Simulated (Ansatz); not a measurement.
A nudged elastic band was laid between two geometries of C2H5OS (9 atoms, charge 1, multiplicity 1).

Computed with RKS PBE0-D4/def2-mTZVP in Ansatz.

```json
{"movable images": "5", "climbing image": "yes", "spring": "5.0 eV/Å²", "optimiser": "quadratic models (default)", "start path": "IDPP", "force threshold": "0.05 eV/Å", "iteration limit": "60", "end points": "relaxed"}
```

First end point:

```xyz
9
Properties=species:S:1:pos:R:3
O -0.242 1.659 -1.326
C -0.526 0.692 -0.486
C 0.457 -0.088 0.001
S -0.030 -1.339 1.106
H -1.031 2.146 -1.602
H -1.567 0.547 -0.203
H 1.502 0.024 -0.256
H 0.839 -1.193 2.146
H 0.597 -2.447 0.621
```

Last end point:

```xyz
9
Properties=species:S:1:pos:R:3
O -0.372 1.596 -1.261
C -0.393 0.584 -0.424
C 0.755 -0.028 -0.084
S 0.857 -1.381 1.017
H -1.257 1.953 -1.427
H -1.360 0.273 -0.029
H 1.720 0.272 -0.470
H -0.079 -2.266 0.574
H 0.130 -1.003 2.104
```

Problem. What changes between the two ends?

Solution. No bond is made or broken. The dihedral C2–C3–S4–H9 goes from 131 to -49°.

Problem. Give the energies along the band, and the barrier.

Solution. The forces met the threshold. The highest image is number 3 of 0 to 6, 29.8 kJ/mol above the first end and 13.9 kJ/mol above the last; the last end lies 15.9 kJ/mol above the first. A vibrational analysis at the climbing image gives one clearly imaginary mode, 249i cm⁻¹: a first-order saddle point. Limits of this set-up: the dipole of an ion depends on the origin.

| image | path coordinate (Å) | energy (kJ/mol) | dihedral C2–C3–S4–H9 (°) |
| --- | --- | --- | --- |
| 0 | 0.00 | 0.0 | 131 |
| 1 | 0.67 | 7.1 | 159 |
| 2 | 1.34 | 22.4 | -174 |
| 3 | 2.01 | 29.8 | -148 |
| 4 | 2.76 | 23.6 | -116 |
| 5 | 3.50 | 17.1 | -82 |
| 6 | 4.25 | 15.9 | -49 |

Problem. What is the geometry of the highest image?

Solution. 
```xyz
9
Properties=species:S:1:pos:R:3
O -0.122 1.767 -1.139
C -0.369 0.803 -0.271
C 0.292 -0.357 -0.363
S -0.121 -1.740 0.667
H -0.621 2.571 -0.939
H -1.103 1.001 0.509
H 0.988 -0.583 -1.160
H -0.066 -1.182 1.909
H 1.122 -2.280 0.786
```

Problem. What are the harmonic wavenumbers there?

Solution. 249i, 212, 251, 427, 449, 723, 789, 885, 933, 990, 1186, 1211, 1290, 1343, 1384, 1738, 2604, 2634, 3153, 3233, 3841 cm⁻¹.

The run took 70 s on 2 threads of Arm Neoverse V1, with other jobs on the host, peak memory 0.19 GiB.
